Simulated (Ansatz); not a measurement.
Structure relaxation of SnO3

All numbers below come from DFT r2SCAN, scalar-relativistic, plane waves, PAW (Ansatz).

SnO3 was placed on the sites of a reported Ni3Sb cell (Pmmn, No. 59), with Sn in place of Sb, O in place of Ni, at a guessed volume.

Input of the last, converged step (default PAW datasets):

```yaml
crystal:
  lattice:
    - [-1.636005573, 2.1463462187, 3.0790555497]
    - [1.636005573, -2.1463462187, 3.0790555497]
    - [1.636005573, 2.1463462187, -3.0790555497]
  atoms:
    - { symbol: Sn, position: [0.0, 0.5, 0.5] }
    - { symbol: O, position: [0.799629002, 0.799629002, 0.0] }
    - { symbol: O, position: [0.200370998, 0.200370998, 0.0] }
    - { symbol: O, position: [0.5, 0.5, 0.0] }
basis:
  ecutwfc: 500
kpoints:
  mp_grid: { grid: [10, 10, 10] }
hamiltonian:
  xc: r2scan
scf:
  occupations: { method: gaussian, width: 0.02 }
output:
  forces: true
  stress: true
  eigenvalues: true
relax:
  adjacent_minimum: "off"
  f_tol: 0.01
  max_steps: 80
  cell: { stress_tol: 0.05 }
```

It can be run as:

```bash
ansatz run input.yaml --threads 1 --pin off --backend cpu --events-out ev --progress --plain --runs-dir out  # memory cap (--max-ram) not shown
```

End of the output:

```
SCF converged after 5 iterations
Free energy (F): -7739.614498 eV
Harris-Foulkes:  -7739.614498 eV  (|F-HF|=1.82e-12)
Internal energy: -7739.614498 eV  (E = F + TS)
E sigma→0 (E₀):  -7739.614498 eV
Fermi energy:    8.933541 eV
--- Per-component energies (eV) ---
  E_band       = -94.809572
  E_kinetic    = 712.013203
  E_local      = -1646.533620  (includes V_loc(G=0)·N_el)
  E_nonlocal   = 113.542412
  E_hartree    = 802.875929
  E_xc         = -589.312878
  E_vxc        = -414.447957  (∫ρ·V_xc dr)
  E_paw        = -4650.045270  (= ΣΔE_a)
  E_vpaw       = -491.510518  (= ΣTr[D̂ρ^β])
  E_aug_tail   = 0.002894  (compensation charges beyond the density's cutoff)
  E_vtau       = 26.372152  (kinetic-family band-sum trace: ∫τ·v_τ [+ j·A + Jᵃ·Aᵃ] dr)
  E_ewald      = -2482.796665
  E_core_change = 0.639497  (= ΣΔE_core)
  E_smearing   =  0.000000  (= −TS)
  E_closure    = 0.000000  (closes the sum)
  Σ components = -7739.614498   (vs F -7739.614498, Δ=0.00e0)
--- Forces (eV/Å), atoms counted from 1 ---
  atom   1  Sn     0.00000000     0.00000000     0.00000000
  atom   2  O      0.00000000     0.00000000    -0.00044790
  atom   3  O      0.00000000     0.00000000     0.00044790
  atom   4  O      0.00000000     0.00000000     0.00000000
  max |Σ_I F_I| component: 6.31e-30 eV/Å
--- Stress (GPa, compression-positive) ---
        0.005693       0.000000       0.000000
        0.000000      -0.011971       0.000000
        0.000000       0.000000      -0.003012
  P = ⅓ Tr σ = -0.0031 GPa (-0.031 kbar)
--- Relaxed structure (4 steps of the walk, 4 accepted, 2 SCFs on fresh bases) ---
  F+E_penalty+E_count = -7739.61449786 eV   max|allowed force component| = 4.479e-4 eV/Å   (the final SCF, on the basis selected at the relaxed cell)
  cell:  # Å, volume = 43.2907 Å³
    - [-1.637669, 2.145414, 3.080329]
    - [1.637669, -2.145414, 3.080329]
    - [1.637669, 2.145414, -3.080329]
  atoms:
    - { symbol: Sn, position: [0.000000, 0.5, 0.5] }
    - { symbol: O, position: [0.799983, 0.799983, 0.0] }
    - { symbol: O, position: [0.200017, 0.200017, 0.0] }
    - { symbol: O, position: [0.5, 0.5, 0.0] }
```

Total energies depend on the potentials used, so only differences within one code and one set of settings carry meaning.

The result has space group Immm (No. 71). Sn is coordinated by 6 O at 2.05–2.15 Å; O on Wyckoff site i (2 atoms of the primitive cell) is coordinated by 1 O at 1.85 Å and 2 Sn at 2.05 Å; around O on Wyckoff site c (1 atom of the primitive cell) lie 2 O at 1.85 Å and 2 Sn at 2.15 Å.

Against the elements it lies at -0.756 eV/atom. Formation energies are uncorrected and refer to the elements' standard structures at the same level (O₂ as a molecule).

A structure relaxed within its symmetry needn't be a true minimum.